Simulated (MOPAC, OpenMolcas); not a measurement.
How methods differ on C2H5Al (SMILES C=[CH][AlH2])

C2H5Al has 8 atoms, charge 0, and is taken as a singlet. SMILES: `C=[CH][AlH2]`. The coordinates come from a PBE0-D4/def2-TZVP relaxation.

Each level gives the dipole moment (D). The values are calculated.

```tsv
level	kind	program	value (D)	CPU time
PM6	semi-empirical	MOPAC	0.14	under 2 s
HF/def2-SVPD	Hartree–Fock	OpenMolcas	0.86	11 s
SVWN5/def2-SVPD	LDA	OpenMolcas	0.92	32 s
PBE/def2-SVPD	GGA	OpenMolcas	0.93	46 s
revPBE/def2-SVPD	GGA	OpenMolcas	0.93	44 s
r2SCAN/def2-SVPD	meta-GGA	OpenMolcas	0.93	57 s
BHLYP/def2-SVPD	global hybrid	OpenMolcas	0.83	42 s
```

The values span 0.14 to 0.93 D. Magnitudes only: a small dipole may point the other way at some levels. CPU times are rough (shared hosts, several kinds of processor): they show what a rung costs within a factor of a few.
